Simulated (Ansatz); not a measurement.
# How far a parabola holds: energy against volume of zinc-blende HgS (metastable phase)

Results of PBEsol (plane waves, PAW; Ansatz, a quantum-chemistry and plane-wave program) for zinc-blende HgS (metastable phase). Run with plane-wave cutoff 520 eV, 10×10×10 k mesh, Fermi–Dirac smearing 0.01 eV, scalar-relativistic PAW data made under PBE. The cell has no free parameter but its volume, all volumes share cutoff and mesh, and the runs aren't spin-polarised. Energies are free energies at the run's smearing, counted from the lowest row; static lattice.

```csv
V (Å³/atom),E (meV/atom)
24.345,8.25
24.852,1.97
25.359,0.00
25.866,1.85
26.373,7.10
26.881,?
```

Question: Using a parabola, estimate the missing E at V = 26.881 from the other rows, showing the fit.

Answer: With u = V - 25.4, the rows have u = -1.0550, -0.5480, -0.0410, 0.4660, 0.9730. Least squares gives E = -0.013 + 0.1352·u + 7.4694·u². Residuals (row less fit): 0.092, -0.186, 0.006, 0.178, -0.090; standard error 0.204 (degrees of freedom: 2). The fitted curve has its minimum at V = 25.4, where E = -0.01. Its curvature is d²E/dV² = 2 × 7.4694 meV/Å⁶, so B = V0·d²E/dV² × 0.1602 = 60.8 GPa. At the withheld row, u = 1.4810, so E = -0.013 + 0.1352 × 1.4810 + 7.4694 × 1.4810² = 16.570 meV/atom. The calculation gives 15.35 meV/atom, 1.220 meV/atom below the prediction (7.9 % of the range of E in the table). The row lies outside the fitted rows, so this is an extrapolation. From the scatter of the fitted rows alone, a prediction at this place has a standard error of 0.482 meV/atom, so the miss is 2.5 times that.

The residuals are curvature that a parabola lacks, not noise. A solid that stiffens under compression and softens on expansion lies above the parabola at the compressed end and under it at the expanded end, as this row does. A third-order Birch-Murnaghan fit to the whole scan has B0 = 60.3 GPa. Only scans are tabulated whose curvature falls smoothly with volume, and where the parabola meets the shown rows within 5 % of their range and misses the end by 0.1 meV or more.

Spin–orbit coupling is not included; it can shift volumes and moduli of such heavy elements.
